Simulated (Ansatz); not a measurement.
## Relaxing BiP₃

Computed with DFT PBE, scalar-relativistic, plane waves, PAW in Ansatz. Cutoff 420 eV, Γ-centred k mesh, Gaussian smearing, no spin polarisation in the final step.

The start puts BiP₃ on the Cu3Au (L1_2) structure type (Pm-3m, No. 221), with Bi in place of Au, P in place of Cu, at a guessed volume.

```yaml
crystal:
  lattice:
    - [4.31942, 0.00000, 0.00000]
    - [0.00000, 4.31942, 0.00000]
    - [0.00000, 0.00000, 4.31942]
  atoms:
    - { symbol: Bi, position: [0.00000, 0.00000, 0.00000] }
    - { symbol: P, position: [0.00000, 0.50000, 0.50000] }
    - { symbol: P, position: [0.50000, 0.00000, 0.50000] }
    - { symbol: P, position: [0.50000, 0.50000, 0.00000] }
```

Cell and atoms relax at zero pressure; the relaxation can't lower the symmetry of the start.

Formation energies are uncorrected and refer to the elements' standard structures at the same level.

Problem. What does it relax into?

Solution. It keeps Pm-3m (No. 221). The result has the Cu3Au (L1_2) structure. Conventional cell: a = 4.266 Å. Around Bi lie 12 P at 3.02 Å; P is coordinated by 4 Bi at 3.02 Å and 8 P at 3.02 Å.

```cif
data_structure
_symmetry_space_group_name_H-M 'Pm-3m'
_symmetry_Int_Tables_number 221
_cell_length_a 4.2659
_cell_length_b 4.2659
_cell_length_c 4.2659
_cell_angle_alpha 90.000
_cell_angle_beta 90.000
_cell_angle_gamma 90.000
_cell_volume 77.63
loop_
_atom_site_label
_atom_site_type_symbol
_atom_site_symmetry_multiplicity
_atom_site_Wyckoff_symbol
_atom_site_fract_x
_atom_site_fract_y
_atom_site_fract_z
_atom_site_occupancy
Bi1 Bi 1 a 0.00000 0.00000 0.00000 1
P1 P 3 c 0.00000 0.50000 0.50000 1
```

Problem. What are its volume, energy, density and gap?

Solution. The volume per atom is 19.41 Å³. The density is 6.46 g/cm³. The energy over the elements is 0.81 eV/atom. The gap on the 12×12×12 mesh is 0 eV (a metal).

The final run used a 12×12×12 mesh on its 4-atom cell and 0.10 eV smearing. For metals, differences of a few meV/atom aren't resolved. Spin–orbit coupling is left out. Symmetry constrained the relaxation, so the result can be a saddle point. The steps took of the order of 30 core-seconds in all.

Cost: 2 runs of about 0.5 core-minutes in all, on Arm Neoverse V2 (shared hosts).